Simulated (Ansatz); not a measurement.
# [H···H···BH$_{2}$], doublet: the ladder up to full CI

All five atoms lie in one plane.

Geometry: a point of a hydrogen-transfer path between rigid fragments, not a stationary point.

```yaml
atoms:
  - { symbol: H, position_ang: [-1.9826, 0.0000, 0.0000] }
  - { symbol: H, position_ang: [-1.2036, 0.0000, 0.0000] }
  - { symbol: B, position_ang: [0.1704, 0.0000, 0.0000] }
  - { symbol: H, position_ang: [0.6794, 0.0000, 1.0770] }
  - { symbol: H, position_ang: [0.6794, 0.0000, -1.0770] }
```

Basis 6-31G; Ansatz 0.2.0. Correlated methods freeze the noble-gas cores, which leaves 7 electrons in 16 orbitals. Prefix R: restricted or restricted open-shell reference; prefix U: unrestricted. Active spaces: valence = (7e, 8o) chosen from the atoms' valence shells; pair = (3e, 3o) about the gap.

Full CI is exact within this basis and frozen core; it isn't the basis-set limit. The frozen core follows each run's orbitals, which can shift R against U totals by a few meV.

For open shells CISD and CISDTQ are restricted-active-space CI with the open shells as a complete middle space.

```
UHF ⟨S²⟩                          : 0.768
T1 diagnostic (RCCSD)             : 0.0180
largest doubles amplitude (RCCSD) : 0.042
T1 diagnostic (UCCSD)             : 0.0088
```

```csv
level,E − E(RHF) (eV)
UHF,-0.1788
RMP2,-1.7968
UMP2,-1.7952
RCCSD,-2.3573
UCCSD,-2.3584
RCCSD(T),-2.3856
UCCSD(T),-2.3852
```

Problem. Estimate how far full CI in 6-31G lies from RCCSD(T). The table doesn't fix it; the size of (T) and the diagnostics are the guide.

Solution. Full CI in 6-31G lies 11 meV below RCCSD(T), which is 37 % of the (T) step (-28 meV). The diagnostics give no warning, yet the rest is a sizeable part of (T).

The other levels:

```csv
level,E − E(full CI) (meV),share of correlation (%),wall time
CISD,106,95.59,0.57 s
BCCD(T),11,99.54,0.9 s
RCCSDT,1,99.96,–
UCCSDT,1,99.97,–
CISDTQ,1,99.94,2 s
RCCSDT(Q),0,99.99,3.4 s
UCCSDT(Q),0,99.99,3.1 s
RCCSDTQ,0,100.00,18 s
UCCSDTQ,0,100.00,18 s
CASSCF (pair space),1839,23.24,–
NEVPT2 (pair space),480,79.95,0.37 s
MRCISD (pair space),72,96.99,–
MRCISD+Q (pair space),4,99.85,0.54 s
CASSCF (valence space),803,66.48,–
NEVPT2 (valence space),220,90.80,3.3 s
MRCISD (valence space),18,99.25,–
MRCISD+Q (valence space),6,99.77,4.4 s
```

The correlation energy at full CI, counted from RHF, is -2.396 eV. That run took 3.9 s on 1 thread of Arm Neoverse N1, shared host over 272,520 determinants.

Times hold each run's SCF and search for its determinant on a shared host, so for small cases they say little of a method's own cost; they ran on 1 thread of Arm Neoverse N1.

The full-CI state has the irrep A1 of C2v, in the program's axes.

Natural occupations of full CI about the gap: 1.972 1.970 1.968 0.994 0.021 0.021 0.018 0.012 0.006 0.006; effectively unpaired electrons, Σ n²(2−n)², 1.02.
